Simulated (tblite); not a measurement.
Compound: sulfuryl chloride, Cl2O2S.
Bonds: O1–S2 (double), S2–O3 (double), S2–Cl4, S2–Cl5.

A start from a force field or distance geometry was refined with tblite, GFN2-xTB geometry optimisation, gas phase. Values at the start:

| coordinate | start |
| --- | --- |
| O1=S2 | 1.485 Å |
| S2=O3 | 1.519 Å |
| S2–Cl4 | 2.072 Å |
| O1–S2–O3 | 110.9° |
| O1–S2–Cl4 | 107.7° |
| Cl4–S2–Cl5 | 112.4° |

**Question.** How do these coordinates change at the GFN2-xTB level?

**Answer.** 
| coordinate | GFN2-xTB (Å or °) | change |
| --- | --- | --- |
| S2=O3 | 1.418 | -0.101 |
| O1=S2 | 1.418 | -0.067 |
| S2–Cl4 | 2.039 | -0.033 |
| Cl4–S2–Cl5 | 101.1 | -11.3 |
| O1–S2–O3 | 120.7 | +9.8 |
| O1–S2–Cl4 | 108.3 | +0.6 |

The energy falls by 51.4 kJ/mol over 17 L-BFGS steps, the largest force on an atom goes from 5.52 to 0.009 eV/Å, and the atoms move by 0.107 Å rms after alignment. The bond that changes most is S2=O3 (sulfonyl sulfur to sulfonyl oxygen), which shortens by 0.101 Å. Bonds longer at the end by more than 0.005 Å: 0 of 4; shorter: 4. Rotational constants go from 3530, 1990, 1689 to 3440, 2276, 1860 MHz.

Its GFN2-xTB frequencies are all real (lowest 166 cm⁻¹).

These are computed values.
